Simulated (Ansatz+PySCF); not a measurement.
Results of a calculation; reference values are marked as such.
## Ansatz (development build ahead of 0.2.0) run

```yaml
crystal:
  periodic: [false, false, false]
  atoms:
    - { symbol: C, position_ang: [0.0, 0.12161, -0.70701] }
    - { symbol: C, position_ang: [0.0, -0.12161, 0.70701] }
    - { symbol: H, position_ang: [0.0, 1.14935, -1.05318] }
    - { symbol: H, position_ang: [0.76722, -0.51401, -1.2611] }
    - { symbol: H, position_ang: [-0.76722, -0.51401, -1.2611] }
    - { symbol: H, position_ang: [0.0, -1.14935, 1.05318] }
    - { symbol: H, position_ang: [0.76722, 0.51401, 1.2611] }
    - { symbol: H, position_ang: [-0.76722, 0.51401, 1.2611] }
basis:
  gaussian: { orbitals: cc-pVTZ }
total_charge: 1
magnetization:
  initial_magnetization: 1
hamiltonian:
  xc: hf
correlation:
  method: mp2
  frozen_orbitals: { C: 1, H: 0 }
output:
  forces: true
```

The input is written out in the form of the current development build from the run's settings. Correlation on restricted open-shell orbitals is semicanonical, with singles.

Output:

```json
{
  "Converged": "yes",
  "Reference energy": "-78.83685 hartree",
  "Correlation energy": "-0.36110 hartree",
  "Total energy": "-79.19795 hartree",
  "Spin squared of the determinant": "0.750",
  "Stability test": "minimum among restricted orbitals",
  "Occupied orbitals by symmetry in an Abelian subgroup (alpha; beta)": "4 Ag 1 Au 1 Bg 3 Bu; 4 Ag 1 Au 3 Bu"
}
```

Forces (eV/Å):
| atom | Fx | Fy | Fz |
| --- | --- | --- | --- |
| C1 | 0.000 | 0.159 | 0.026 |
| C2 | 0.000 | -0.159 | -0.026 |
| H3 | 0.000 | -0.066 | 0.056 |
| H4 | -0.136 | -0.026 | 0.044 |
| H5 | 0.136 | -0.026 | 0.044 |
| H6 | 0.000 | 0.066 | -0.056 |
| H7 | -0.136 | 0.026 | -0.044 |
| H8 | 0.136 | 0.026 | -0.044 |

Caution: MP2 on this radical cation hangs on the determinant chosen.
